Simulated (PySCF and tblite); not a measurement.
Values are calculated unless marked as measured or tabulated.
Dynamics report: ring inversion

System: C₆H₁₀, numbered as in [CH2:1]=[C:2]1[CH2:3][CH2:4][CH2:5][CH2:6]1.

Motion: inversion of the 5-membered ring (2–3–4–5–6). The path came from a restrained scan, a climbing-image band and a saddle search at GFN2-xTB; energies are B3LYP/pcSseg-1 + D3(BJ)//GFN2-xTB, thermal terms GFN2-xTB. Rate constants are transition-state-theory values, counting equivalent paths, without tunnelling. Programs: tblite and PySCF.

| point | symmetry | E(GFN2) kcal/mol | E(DFT) kcal/mol | ZPE change kcal/mol | lowest mode cm⁻¹ | dipole D |
| --- | --- | --- | --- | --- | --- | --- |
| start (twist) | C2 | 0.0 | 0.0 | 0.00 | 80 | 0.59 |
| saddle (envelope) | Cs | 2.2 | 1.8 | -0.03 | 112i | 0.54 |
| end (twist) | C2 | 0.0 | 0.0 | 0.00 | 80 | 0.59 |

- Electronic barrier: 1.8 kcal/mol
- Barrier with zero-point energy: 1.8 kcal/mol
- ΔH‡ (298 K): 1.4 kcal/mol
- ΔS‡ (298 K, symmetry apart): -2.1 cal/(mol K)
- Paths: 2 equivalent paths
- End point: the same structure with atoms interchanged, or its mirror image
- Mean lifetime of the start against this motion at 298 K: 2.4 ps
- Cost: 41 s on 1 thread of Arm Neoverse V1, shared host (rough), peak memory 0.74 GiB, launched as `OMP_NUM_THREADS=1 python ens_run.py task.json out`

| T/K | ΔG‡ kcal/mol | k s⁻¹ |
| --- | --- | --- |
| 150 | 1.8 | 1.5×10¹⁰ |
| 200 | 1.9 | 7.8×10¹⁰ |
| 250 | 1.9 | 2.2×10¹¹ |
| 298 | 2.0 | 4.2×10¹¹ |
| 350 | 2.1 | 7×10¹¹ |
| 400 | 2.2 | 1×10¹² |
| 500 | 2.5 | 1.7×10¹² |

ΔG and ΔG‡ leave out symmetry numbers and mirror images; rates count paths: 2 out.

The barrier is low, and the GFN2-xTB saddle may lie off the DFT one, so take it as rough.
